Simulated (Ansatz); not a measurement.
Take GaN in the wurtzite structure (space group P6_3mc, No. 186; a = 3.1831 Å, c = 5.1836 Å) as the base.

Method: r2SCAN/PAW in Ansatz (a program for electronic structure), without spin-orbit coupling.

Now apply this change: B takes the place of Ga on all its sites; the structure is relaxed again.

Measured lattice parameter a: GaN 3.189 Å (room temperature; as listed in M J Lucero, T M Henderson, G E Scuseria, Journal of Physics Condensed Matter (2012)); BN 2.55 Å (temperature not stated; as listed in K. Doll, J. C. Schön, M. Jansen, Physical Review B (2008)).

Task: How well does r2SCAN reproduce the measured shift?

Result: With r2SCAN the lattice parameter a moves by -0.639 Å (3.183 → 2.544) against -0.639 Å measured.

Stability against distortions was not tested.
